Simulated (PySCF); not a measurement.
C₅H₈N (doublet state).
Geometry (GFN2-xTB, Å), atoms numbered from 1 in this order:
```xyz
14
C5H8N angstrom
C      0.3908   -1.6588   -0.5142
C      0.0236   -0.2363   -0.4715
C      1.2377    0.6640   -0.2469
C     -1.0168    0.0017    0.6761
C     -1.4956    1.3552    0.6628
N     -1.8649    2.4374    0.6282
H      1.2184   -2.0215    0.0635
H     -0.2281   -2.3709   -1.0243
H     -0.4745    0.0463   -1.4073
H      1.9475    0.5428   -1.0615
H      1.7370    0.4070    0.6854
H      0.9355    1.7082   -0.2023
H     -0.5446   -0.2018    1.6403
H     -1.8667   -0.6737    0.5496
```

The hyperfine couplings belong to this conformer and change with its torsions.

The species is `[CH2][C@H](C)CC#N` [radical].

Computed, not measured: UKS B3LYP, pcH-1 on C H N, non-relativistic, mean-field spin-orbit, GIAO (PySCF). The structure is a single GFN2-xTB conformer in the gas phase; no vibrational or solvent corrections. A GFN2-xTB geometry isn't a minimum of the functional, and hyperfine couplings can be far from their values at a DFT geometry. No stability test was run, so a lower SCF solution isn't excluded.

Principal values of hyperfine tensors in MHz (contact and dipolar terms together), for some of the nuclei:

```csv
atom,isotope,A1,A2,A3
C4,13C,99.44,99.71,115.42
C1,13C,12.49,13.17,255.95
H7,1H,-102.84,-63.60,-23.87
H8,1H,-102.24,-63.22,-23.34
H9,1H,36.00,36.50,50.70
C2,13C,-32.13,-30.97,-28.01
C3,13C,12.05,12.10,17.94
H13,1H,-9.79,-6.52,3.32
```

(1) Give the isotropic coupling of each nucleus in MHz and in mT (g = 2.0026), and the anisotropic part.

(2) What spin density at the nucleus of C4 lies behind its contact coupling (g_N = 1.40482)?

(3) C5 (13C, g_N = 1.40482) isn't in the table. Its spin density at the nucleus is 0.0118 bohr⁻³. What is its contact coupling?

(4) Which nucleus of the table has the largest anisotropic coupling, and what is its form?

(5) What first-order splitting does H7 cause when the field lies along A1, A2 or A3 of its tensor (g taken as isotropic, no quadrupole term)?

Answers

(1) a_iso = (A1 + A2 + A3)/3, Ti = Ai − a_iso; 1 mT corresponds to 28.028 MHz.

```csv
atom,a_iso (MHz),a_iso (mT),T1,T2,T3
C4,104.86,3.741,-5.42,-5.15,10.56
C1,93.87,3.349,-81.38,-80.70,162.08
H7,-63.44,-2.263,-39.40,-0.16,39.57
H8,-62.93,-2.245,-39.31,-0.29,39.59
H9,41.06,1.465,-5.07,-4.57,9.63
C2,-30.37,-1.084,-1.76,-0.60,2.36
C3,14.03,0.501,-1.98,-1.93,3.91
H13,-4.33,-0.154,-5.46,-2.19,7.65
```

(2) a_FC = 800.24 MHz bohr³ × g_N × ρ(0)/(2S). With a_FC = 104.86 MHz and 2S = 1, ρ(0) = 0.09327 bohr⁻³.

(3) By the same relation, a_FC = 13.27 MHz. Its full tensor has the principal values 11.75, 12.26, 15.79 MHz.

(4) C1: -81.4, -80.7, 162.1 MHz, axial, in the ratio −1:−1:+2, the form that spin in one p orbital centred on that nucleus gives.

(5) 2 lines (I = 1/2), spaced by |A_i|/(g × 13.996): 3.67, 2.27, 0.85 mT along the axes of A1, A2 and A3.
